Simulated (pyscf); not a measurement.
Optimised with ωB97X-D3(BJ)/def2-SVP in PySCF. Correlated levels are frozen-core, on RHF or UHF. ΔMP2 is the change of the MP2 total energy from the triple- to the quadruple-zeta basis.

SMILES: [Se]=C
```xyz
4

C      0.1821    -0.0388    -0.6936
Se    -0.1769    -0.0539    -2.3916
H      0.2363     0.8953    -0.1183
H      0.3676    -0.9627    -0.1294
```

Task: What is the homolytic dissociation enthalpy (298 K, CCSD(T)/def2-TZVPP + ΔMP2(QZVPP)) of the C–H bond of H₂C=Se, to •HC=Se + H•?

Result: C–H to •HC=Se + H•: 96.3 kcal/mol. The radicals are drawn with the spin at the cut bond; how far it spreads was not checked. The CCSD(T) − MP2 part came from Ansatz, without density fitting, on the same reference. An open-shell T1 diagnostic exceeds 0.045. A UHF reference is spin-contaminated (<S²> up to 1.18), which harms MP2 most. The frozen core leaves the outer d or s,p core shells of the metals and heavy elements correlated in the MP2 and CC values, and def2-TZVPP describes them poorly, which can shift differences by a few kcal/mol. Elements up to Kr have no core potential and no relativistic terms here.
